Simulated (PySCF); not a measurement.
# Gas-phase thermal properties of C₃H₅ (allyl)

Energies from PySCF (xtb for GFN2), thermal terms from the rigid-rotor harmonic-oscillator model, ideal gas at 1 bar. Table values come from the NASA 1993 polynomials. S°(298 K) at PBE0/def2-TZVP differs from the NASA 1993 table for C₃H₅ (allyl) (-17 J/mol/K); whether the harmonic model or the table's entry is off was not settled. 6-31G* has spherical d functions here. Open shells (unrestricted): C₃H₅ (allyl) (multiplicity 2). GFN2 has no spin-polarisation term. B3LYP is the form with VWN-RPA correlation. The harmonic model lacks anharmonicity and excited electronic states, which grow with temperature; levels with a mode under 35 cm⁻¹ are left out. The table's entry may be an old estimate for C₃H₅ (allyl) (not checked at source). Warning, spin contamination: C₃H₅ (allyl) (HF/6-31G*).

```json
[
 {"level": "table", "point group": "-", "σ": "-", "ZPE (kJ/mol)": "-", "S°298 (J/mol/K)": "274.6", "Cp298 (J/mol/K)": "65.8", "S°1000 (J/mol/K)": "391.8", "H1000 − H298 (kJ/mol)": "72.7"},
 {"level": "B3LYP/6-31G*", "point group": "C2v", "σ": "2", "ZPE (kJ/mol)": "174.2", "S°298 (J/mol/K)": "257.8", "Cp298 (J/mol/K)": "61.6", "S°1000 (J/mol/K)": "374.6", "H1000 − H298 (kJ/mol)": "72.7"},
 {"level": "GFN2-xTB", "point group": "C2v", "σ": "2", "ZPE (kJ/mol)": "169.7", "S°298 (J/mol/K)": "258.4", "Cp298 (J/mol/K)": "62.9", "S°1000 (J/mol/K)": "376.9", "H1000 − H298 (kJ/mol)": "73.7"},
 {"level": "HF/6-31G*", "point group": "C2v", "σ": "2", "ZPE (kJ/mol)": "182.4", "S°298 (J/mol/K)": "256.9", "Cp298 (J/mol/K)": "60.1", "S°1000 (J/mol/K)": "370.9", "H1000 − H298 (kJ/mol)": "71.0"},
 {"level": "PBE/def2-SVP", "point group": "C2v", "σ": "2", "ZPE (kJ/mol)": "168.7", "S°298 (J/mol/K)": "259.0", "Cp298 (J/mol/K)": "63.4", "S°1000 (J/mol/K)": "378.4", "H1000 − H298 (kJ/mol)": "74.2"},
 {"level": "PBE0/def2-TZVP", "point group": "C2v", "σ": "2", "ZPE (kJ/mol)": "173.7", "S°298 (J/mol/K)": "257.7", "Cp298 (J/mol/K)": "61.6", "S°1000 (J/mol/K)": "374.7", "H1000 − H298 (kJ/mol)": "72.8"}
]
```
σ: rotational symmetry number. Electronic degeneracy used: 2. Frequencies are unscaled.
